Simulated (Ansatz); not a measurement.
Basis-set extrapolation for C$_{3}$H$_{8}$N$_{2}$ (`NC1(N)CC1`) (PBE0-D4/def2-TZVP geometry, frozen core, Ansatz 0.2.0). Multiplicity 1, RHF reference.

```
                      def2-TZVPP   def2-QZVPP
                 HF  -227.207870  -227.218703
    MP2 correlation    -0.935548    -0.997570
CCSD(T) correlation    -1.011404      not run
```

Energies in hartree. Use E(X) = E(∞) + A·exp(−7.88·√X) for Hartree–Fock and E(X) = E(∞) + B·X^(−2.97) for correlation, with X = 3 and 4, and add CCSD(T) minus MP2 of the smaller set to the MP2 limit.

Question: What is the CCSD(T) energy at the basis-set limit?

Answer: HF limit: -227.218703 + (-0.010833) × 0.13774 = -227.22020. MP2 limit: -0.997570 + (-0.062022) × 0.74074 = -1.04351. Higher-order term: -1.011404 − (-0.935548) = -0.07586. Total: -228.33957 hartree, 315.8 kJ/mol below CCSD(T)/def2-TZVPP.
